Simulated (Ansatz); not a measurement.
fcc Ir was calculated with HSE06 (Ansatz, a first-principles code, plane waves, PAW).

Run with plane-wave cutoff 460 eV, 14×14×14 k mesh, Fermi–Dirac smearing 0.05 eV, no spin polarisation, scalar-relativistic PAW data made under PBE.

Computed at the level's own relaxed cell.

Give the computed equilibrium volume per atom, bulk modulus B0, lattice parameter a and pressure derivative B′ of the bulk modulus.


- equilibrium volume per atom: 13.99 Å³/atom
- bulk modulus B0: 397 GPa
- lattice parameter a: 3.825 Å
- pressure derivative B′ of the bulk modulus: 5.1

Measured, for comparison: equilibrium volume per atom 14.06 Å³/atom, lattice constant a 3.831 Å (static lattice: zero-point anharmonic expansion removed; as tabulated in Mejia-Rodriguez and Trickey (2018), arXiv:1807.09216); bulk modulus 365 GPa (corrected for temperature and zero-point phonon effects; as tabulated in Levämäki et al. (2014), arXiv:1402.3671). Computed (rounded) less measured: equilibrium volume per atom -0.5 %, bulk modulus +9 %, lattice constant a -0.2 %.

Spin–orbit coupling is not included.

Static lattice: no zero-point or thermal effects.
